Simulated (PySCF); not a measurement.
Bonding in `C=PP(C)C`

Species: C₃H₈P₂.
SMILES with atom numbers: `[CH2:1]=[P:2][P:3]([CH3:4])[CH3:5]` (hydrogens: H6, H7 on C1; H8, H9, H10 on C4; H11, H12, H13 on C5)

Geometry (GFN2-xTB, Å), atoms numbered from 1 in this order:
```xyz
13
C3H8P2 angstrom
C      2.698    0.327   -0.704
P      1.498    0.257    0.447
P     -0.246    0.047   -0.878
C     -0.915   -1.516   -0.126
C     -1.362    1.237    0.009
H      2.508    0.281   -1.764
H      3.729    0.423   -0.404
H     -0.948   -1.455    0.961
H     -0.284   -2.351   -0.423
H     -1.919   -1.684   -0.510
H     -1.024    2.254   -0.184
H     -1.368    1.055    1.082
H     -2.371    1.125   -0.384
```

Bond orders from the PBE0/pcSseg-1 density (PySCF). One conformer (not necessarily the lowest) at the GFN2-xTB geometry, without solvent, vibrations or thermal averaging.

(1) Where do the orders between heavy atoms depart from those drawn in the SMILES?

(2) Give the Mayer order of every bond, beside its length.

Answers

(1) The largest departure is 0.121, at C1–P2 (drawn double, 1.879).

(2) 
```tsv
bond	drawn as	length (Å)	Mayer order
C1–P2	double	1.665	1.879
P2–P3	single	2.200	0.957
P3–C4	single	1.859	0.956
P3–C5	single	1.857	0.958
C1–H6	single	1.078	0.933
C1–H7	single	1.078	0.947
C4–H8	single	1.089	0.946
C4–H9	single	1.088	0.959
C4–H10	single	1.088	0.955
C5–H11	single	1.089	0.960
C5–H12	single	1.089	0.946
C5–H13	single	1.089	0.955
```

Bonds between the same two heavy elements. C–P: lowest P3–C4 and P3–C5 (0.956, 1.859 Å), highest C1–P2 (1.879, 1.665 Å). Bonds named together lie within 0.004.

Question: Sum the orders of all bonds at each heavy atom with more than one neighbour and set the sums beside the valence in the SMILES.

Answer: C1 3.759 (drawn 4), P2 2.836 (drawn 3), P3 2.871 (drawn 3), C4 3.816 (drawn 4), C5 3.819 (drawn 4). Orders between atoms that aren't bonded are not in these sums.

The Mayer order sums products of elements of PS (density times overlap matrix) between the two atoms' basis functions, so it depends on the basis set.
